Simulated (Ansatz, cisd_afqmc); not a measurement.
System: H$_{2}$F, charge 0, doublet.
NHTBH set geometry:
```
F
H 1 1.1372
H 1 1.1372 2 180.00
```
Charge 0, spin multiplicity 2.

Total energies in aug-cc-pVDZ, 9 correlated electrons, 1 frozen orbitals. UHF or UKS for unpaired electrons; spin-orbit terms are left out. Cores are frozen in correlated methods. No relativity. AFQMC is phaseless with a CISD trial state; ± is one standard error, without the phaseless bias. Outlying blocks are dropped, and bars are widened where a walk drifts. Over all cases where full CI ran beside it in this data, AFQMC minus full CI had a median of +0.1 mEh and passed +0.4 mEh in a tenth of the cases. The UHF reference of FH2 (saddle point or complex, doublet) is spin-contaminated (<S^2> up to 0.04 over the pure value in the sets run).

```csv
method,program,energy (Eh),minus CCSDTQ (mEh)
HF,Ansatz,-100.43974,254.83
MP2,Ansatz,-100.67939,15.17
CCSD,Ansatz,-100.68780,6.76
CCSD(T),Ansatz,-100.69376,0.81
CCSDT(Q),Ansatz,-100.69461,-0.04
CCSDTQ,Ansatz,-100.69456,0.00
AFQMC/CISD,cisd_afqmc,-100.6944 ± 0.0003,0.1 ± 0.3
```

Rough core times of Ansatz's runs on a shared machine: CCSD(T) under 20 s, CCSDT(Q) 40 s, CCSDTQ 20 min.

Ansatz is a first-principles code.
